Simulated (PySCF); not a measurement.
## Basis-set dependence of AlCl⁺ at MP2

PySCF, UHF reference; doublet, unpaired electrons σ ↑; De to Al⁺ + Cl without counterpoise correction. Frozen cores follow the default of each basis and core potential.

```
      basis     relativity  functions  Re (Å)  ωe (cm⁻¹)  De (eV)  frozen orbitals
     STO-3G  no relativity         18   2.048        624      n/a               10
    pcseg-1  no relativity         36   2.026        621     1.74               10
def2-TZVPPD  no relativity         99   2.023        621     2.16               10
```

(1) How does each smaller set differ from the one with most functions, def2-TZVPPD?

Correlated steps freeze 10 core orbitals. Correlated levels converge slowly with the basis: in double zeta they bind strong bonds too weakly, by up to about 1 eV, and carry superposition errors of some tenths. For an ion De counts to the pair picked by the measured ionisation energies or electron affinities, which need not be the lowest pair at this level. STO-3G is very small, so such numbers show the basis as much as the molecule. The state is the lowest determinant that a PBE0 search found; another state may lie lower at other levels.

Results:

(1) STO-3G: +2.5 pm, +0.5 % in ωe; pcseg-1: +0.3 pm, +0.0 % in ωe, -0.42 eV in De. All at MP2; the set with most functions is neither the basis-set limit nor always the best.
